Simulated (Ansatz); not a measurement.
**PH3⁺, doublet: stretch scan**

Starting geometry (PBE0/def2-TZVP stationary point for this spin, not checked as a minimum):

```yaml
atoms:
  - { symbol: P, position_ang: [0.0001, 0.0000, -0.0329] }
  - { symbol: H, position_ang: [1.3541, 0.0145, 0.3407] }
  - { symbol: H, position_ang: [-0.6904, 1.1668, 0.3342] }
  - { symbol: H, position_ang: [-0.6661, -1.1799, 0.3374] }
```

From there H2 moves along the line of the two atoms named below, all else staying in place; atoms are numbered as listed. Energies are in eV, counted from the starting geometry at the same level.

Basis 6-31G; Ansatz 0.2.0. Correlated methods freeze the noble-gas cores. Prefix R: restricted or restricted open-shell reference; prefix U: unrestricted.

Unrestricted rows (U) aren't spin-pure: their determinants' ⟨S²⟩ exceeds S(S+1) by up to 1.01, so they mix in states of higher spin.

Full CI is exact within this basis and frozen core; it isn't the basis-set limit. The frozen core follows each run's orbitals, which can shift R against U totals by a few meV.

```json
{"distance P1-H2 (Å)": "1.104", "UMP2": "1.885"}
{"distance P1-H2 (Å)": "1.266", "UMP2": "0.319"}
{"distance P1-H2 (Å)": "1.405", "UMP2": "0.000"}
{"distance P1-H2 (Å)": "1.559", "UMP2": "0.189"}
{"distance P1-H2 (Å)": "1.747", "UMP2": "0.759"}
{"distance P1-H2 (Å)": "1.961", "UMP2": "1.630"}
{"distance P1-H2 (Å)": "2.298", "UMP2": "2.752"}
{"distance P1-H2 (Å)": "2.567", "UMP2": "3.126"}
{"distance P1-H2 (Å)": "3.056", "UMP2": "3.385"}
{"distance P1-H2 (Å)": "3.767", "UMP2": "3.473"}
{"distance P1-H2 (Å)": "4.790", "UMP2": "3.491"}
```

Task: Estimate the full CI curve in 6-31G from this one, knowing how UMP2 errs.

Result: The computed full CI values, in eV from the starting point, and the error of UMP2 against them:
```json
{"distance P1-H2 (Å)": "1.104", "full CI": "1.934", "UMP2 less full CI": "-0.049"}
{"distance P1-H2 (Å)": "1.266", "full CI": "0.346", "UMP2 less full CI": "-0.027"}
{"distance P1-H2 (Å)": "1.405", "full CI": "0.000", "UMP2 less full CI": "0.000"}
{"distance P1-H2 (Å)": "1.559", "full CI": "0.149", "UMP2 less full CI": "0.040"}
{"distance P1-H2 (Å)": "1.747", "full CI": "0.652", "UMP2 less full CI": "0.107"}
{"distance P1-H2 (Å)": "1.961", "full CI": "1.328", "UMP2 less full CI": "0.302"}
{"distance P1-H2 (Å)": "2.298", "full CI": "2.269", "UMP2 less full CI": "0.483"}
{"distance P1-H2 (Å)": "2.567", "full CI": "2.818", "UMP2 less full CI": "0.308"}
{"distance P1-H2 (Å)": "3.056", "full CI": "3.374", "UMP2 less full CI": "0.011"}
{"distance P1-H2 (Å)": "3.767", "full CI": "3.597", "UMP2 less full CI": "-0.124"}
{"distance P1-H2 (Å)": "4.790", "full CI": "3.630", "UMP2 less full CI": "-0.139"}
```

Full CI's occupations show more than one leading determinant at 3.056, 3.767, 4.790.

The error spans 0.622 eV and is largest, 0.483 eV, at 2.298 Å.

These errors take the starting point as zero, where UMP2 itself lies 0.568 eV above full CI in total energy. In total energy its miss is smallest, 0.428 eV, at 4.790 and largest, 1.051 eV, at 2.298 Å.
